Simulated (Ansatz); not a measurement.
**HBAl, quartet in 6-31G: errors against full CI**

Geometry: a PBE0/def2-TZVP stationary point for this spin, not checked as a minimum.

```xyz
3

B     0.0000    0.0000    0.2519
Al    0.0000    0.0000   -1.6889
H     0.0000    0.0000    1.4370
```

Basis 6-31G; Ansatz 0.2.0. Correlated methods freeze the noble-gas cores, which leaves 7 electrons in 18 orbitals. R marks a restricted (for open shells ROHF) determinant, U an unrestricted one. Active spaces: valence = (7e, 9o) chosen from the atoms' valence shells; pair = (5e, 5o) about the gap.

Full CI is exact within this basis and frozen core; it isn't the basis-set limit. The frozen core follows each run's orbitals, which can shift R against U totals by a few meV.

For open shells CISD is restricted-active-space CI with the open shells as a complete middle space.

* UHF ⟨S²⟩: 3.759
* T1 diagnostic (RCCSD): 0.0346
* largest doubles amplitude (RCCSD): 0.106
* T1 diagnostic (UCCSD): 0.0246

| level | E − E(full CI) (kcal/mol) | share of correlation (%) | wall time |
| --- | --- | --- | --- |
| RHF | 55.96 | 0.00 | – |
| UHF | 54.59 | 2.46 | – |
| RMP2 | 15.46 | 72.37 | – |
| UMP2 | 14.91 | 73.36 | – |
| CISD | 3.84 | 93.13 | 0.57 s |
| RCCSD | 2.37 | 95.77 | – |
| UCCSD | 2.30 | 95.89 | – |
| RCCSD(T) | 0.74 | 98.68 | 0.42 s |
| UCCSD(T) | 0.71 | 98.73 | 0.39 s |
| BCCD(T) | 0.77 | 98.63 | 0.48 s |
| RCCSDT | 0.21 | 99.62 | – |
| UCCSDT | 0.20 | 99.65 | – |
| RCCSDT(Q) | 0.05 | 99.91 | 1.7 s |
| UCCSDT(Q) | 0.04 | 99.93 | 1.5 s |
| RCCSDTQ | 0.01 | 99.98 | 10 s |
| UCCSDTQ | 0.00 | 100.00 | 10 s |
| CASSCF (pair space) | 46.72 | 16.53 | – |
| MRCISD (pair space) | 3.92 | 92.99 | – |
| MRCISD+Q (pair space) | 0.47 | 99.16 | 1.1 s |
| CASSCF (valence space) | 13.37 | 76.10 | – |
| NEVPT2 (valence space) | 4.09 | 92.69 | 1.7 s |
| MRCISD (valence space) | 0.39 | 99.31 | – |
| MRCISD+Q (valence space) | 0.17 | 99.70 | 3 s |

The correlation energy at full CI, counted from RHF, is -2.427 eV. That run took 3.2 s on 1 thread of Intel Xeon Platinum 8488C, shared host over 331,072 determinants.

Times hold each run's SCF and search for its determinant on a shared host, so for small cases they say little of a method's own cost; they ran on 1 thread of Intel Xeon Platinum 8488C.

The full-CI state has the irrep A2 of C2v, in the program's axes (one component, if the state is degenerate).

Natural occupations of full CI about the gap: 1.964 1.936 1.002 0.970 0.970 0.043 0.043 0.029 0.019 0.007; effectively unpaired electrons, Σ n²(2−n)², 3.04.
